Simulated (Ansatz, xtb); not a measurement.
# Relative energy of two isomers of C6H14

We compare a, `CCC(C)CC`, a singlet, with b, `CCC(C)(C)C`, a singlet. Both are isolated molecules in the gas phase, relaxed with B3LYP/def2-SVP; the shapes shown needn't be the lowest conformers.

a (Å):

```xyz
20

C    -1.8961    1.4599   -1.1819
C    -0.6914    1.7964   -0.3000
C     0.2131    0.6045    0.0716
C     0.8681   -0.0291   -1.1637
C     1.2554    1.0347    1.1229
C     2.0839   -0.0989    1.7319
H    -2.5306    2.3470   -1.3389
H    -2.5259    0.6812   -0.7189
H    -1.5973    1.0947   -2.1772
H    -0.0753    2.5703   -0.7955
H    -1.0554    2.2590    0.6346
H    -0.4323   -0.1634    0.5434
H     1.5243    0.6973   -1.6750
H     1.4823   -0.9033   -0.8987
H     0.1191   -0.3723   -1.8938
H     0.7282    1.5640    1.9365
H     1.9313    1.7837    0.6688
H     1.4363   -0.8684    2.1858
H     2.7502    0.2802    2.5234
H     2.7197   -0.6006    0.9853
```

b (Å):

```json
{"atom": "C", "x (Å)": "-0.8114", "y (Å)": "0.2618", "z (Å)": "-1.9688"}
{"atom": "C", "x (Å)": "-1.3626", "y (Å)": "0.1735", "z (Å)": "-0.5433"}
{"atom": "C", "x (Å)": "-0.3312", "y (Å)": "0.0520", "z (Å)": "0.6108"}
{"atom": "C", "x (Å)": "-1.1104", "y (Å)": "-0.0223", "z (Å)": "1.9379"}
{"atom": "C", "x (Å)": "0.5975", "y (Å)": "1.2808", "z (Å)": "0.6468"}
{"atom": "C", "x (Å)": "0.5141", "y (Å)": "-1.2269", "z (Å)": "0.4574"}
{"atom": "H", "x (Å)": "-0.2254", "y (Å)": "-0.6295", "z (Å)": "-2.2440"}
{"atom": "H", "x (Å)": "-0.1647", "y (Å)": "1.1423", "z (Å)": "-2.1108"}
{"atom": "H", "x (Å)": "-1.6356", "y (Å)": "0.3447", "z (Å)": "-2.6955"}
{"atom": "H", "x (Å)": "-1.9883", "y (Å)": "1.0633", "z (Å)": "-0.3476"}
{"atom": "H", "x (Å)": "-2.0477", "y (Å)": "-0.6914", "z (Å)": "-0.4793"}
{"atom": "H", "x (Å)": "-1.7263", "y (Å)": "0.8796", "z (Å)": "2.0903"}
{"atom": "H", "x (Å)": "-0.4260", "y (Å)": "-0.1097", "z (Å)": "2.7979"}
{"atom": "H", "x (Å)": "-1.7848", "y (Å)": "-0.8945", "z (Å)": "1.9566"}
{"atom": "H", "x (Å)": "1.2858", "y (Å)": "1.2259", "z (Å)": "1.5063"}
{"atom": "H", "x (Å)": "0.0195", "y (Å)": "2.2154", "z (Å)": "0.7417"}
{"atom": "H", "x (Å)": "1.2145", "y (Å)": "1.3579", "z (Å)": "-0.2623"}
{"atom": "H", "x (Å)": "-0.1249", "y (Å)": "-2.1248", "z (Å)": "0.4131"}
{"atom": "H", "x (Å)": "1.1996", "y (Å)": "-1.3476", "z (Å)": "1.3124"}
{"atom": "H", "x (Å)": "1.1298", "y (Å)": "-1.2071", "z (Å)": "-0.4556"}
```

Task: Which of the two would you expect CCSD(T)/def2-SVP + ΔMP2/def2-TZVPP electronic energies to favour?

Result: Structure b; the calculation gives E(b) − E(a) = −0.119 eV.

The same difference at several levels:

| level | geometry | E(b) − E(a) (eV) | departure from the last row (eV) | job, with rough time for the two |
| --- | --- | --- | --- | --- |
| GFN2-xTB | GFN2-xTB | −0.102 | +0.017 | optimisation, 0.25 s |
| HF/STO-3G | GFN2-xTB | +0.005 | +0.125 | single point, 1.1 s |
| r2SCAN-D4/def2-SVP | GFN2-xTB | −0.084 | +0.035 | single point, 6.9 s |
| B3LYP/def2-SVP | B3LYP/def2-SVP | −0.001 | +0.119 | optimisation, 67 s |
| HF/def2-SVP | B3LYP/def2-SVP | −0.006 | +0.113 | part of the CCSD(T) run |
| MP2/def2-SVP | B3LYP/def2-SVP | −0.127 | −0.008 | part of the CCSD(T) run |
| CCSD(T)/def2-SVP | B3LYP/def2-SVP | −0.107 | +0.012 | single point |
| CCSD(T)/def2-SVP + ΔMP2/def2-TZVPP | B3LYP/def2-SVP | −0.119 |  | single point, 2.8 min |

As drawn, both hold the same kinds of bond in the same numbers. Structure a has 3 methyl groups, b 4.

HF/STO-3G, B3LYP/def2-SVP, HF/def2-SVP find them nearly level. The largest departure from CCSD(T)/def2-SVP + ΔMP2/def2-TZVPP is that of HF/STO-3G, 0.125 eV. The last row adds to CCSD(T) the change of the MP2 difference between the two basis sets, here −0.012 eV.

With thermal terms from frequencies at re-optimised GFN2-xTB minima (ideal gas, soft modes damped towards free rotors, one conformer each, 298.15 K, 1 atm): the zero-point term adds −0.012 eV; ΔH is −0.133 and ΔG −0.108 eV.

The correlated steps freeze 6 core orbitals. Run with Ansatz 0.2.0, xtb 6.7.1; the last row on 2 threads of Intel(R) Xeon(R) Platinum 8259CL CPU @ 2.50GHz (Skylake/Cascade Lake) on a shared host.
